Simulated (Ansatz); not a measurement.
Ansatz (a first-principles code) input (B3LYP/6-31+G*): The .json file is the Basis Set Exchange's 6-31+G*.

Ansatz 0.2 input:
```yaml
crystal:
  periodic: [false, false, false]
  atoms:
    - {symbol: N, position_ang: [-1.06982458, 0.19432482, 0.10751560]}
    - {symbol: C, position_ang: [0.27236484, 0.31364904, -0.04785169]}
    - {symbol: O, position_ang: [1.05073958, -0.61125119, -0.08188812]}
    - {symbol: H, position_ang: [-1.47667231, -0.72197082, 0.20424856]}
    - {symbol: H, position_ang: [-1.66665177, 1.00198023, 0.12805939]}
    - {symbol: H, position_ang: [0.59199050, 1.36783209, -0.14270206]}
basis:
  gaussian:
    orbitals: 6-31+G_.json
hamiltonian:
  xc: {name: B3LYP}
output: {forces: true}
```

Output:

```
WARN ansatz: RAYON_NUM_THREADS=1 ignored (pool sized by the plan → 1); use --threads N
Functional definition: B3LYP
integrals: 0.02 GiB planned
607 factors; integrals over basis functions are off by at most 1.5e-3 eV
mean field: 0.16 GiB planned
mean field evaluation 1: about -4616.0401 eV, gradient 6.1e1 eV
mean field evaluation 2: about -4598.8555 eV, gradient 1.1e2 eV
mean field evaluation 4: about -4623.1696 eV, gradient 7.7e0 eV
mean field evaluation 8: about -4623.2767 eV, gradient 6.6e-2 eV
mean field -4623.27672326 eV, -169.9022858103 hartree, gradient 2.1e-5 eV, S^2 0.000000; 0 other end points of the search recorded, 0 dependent functions left out
the calculation of the forces begins
reference -4623.27697188 eV, -169.9022949469 hartree; 12, 12 occupied and 51, 51 virtual orbitals, 607 factors
Total energy: -4623.27697188 eV, -169.9022949469 hartree
Atom 0 at    -1.069825     0.194325     0.107516 Å, force    -0.017573    -0.002869     0.002108 eV/Å
Atom 1 at     0.272365     0.313649    -0.047852 Å, force    -0.264831     0.607655    -0.004943 eV/Å
Atom 2 at     1.050740    -0.611251    -0.081888 Å, force     0.565138    -0.644614    -0.026230 eV/Å
Atom 3 at    -1.476672    -0.721971     0.204249 Å, force    -0.136068    -0.210463     0.026938 eV/Å
Atom 4 at    -1.666652     1.001980     0.128059 Å, force    -0.191543     0.183485     0.010864 eV/Å
Atom 5 at     0.591990     1.367832    -0.142702 Å, force     0.044879     0.066807    -0.008738 eV/Å
Dipole moment:    -0.720843     0.447712     0.054578 e Å
```
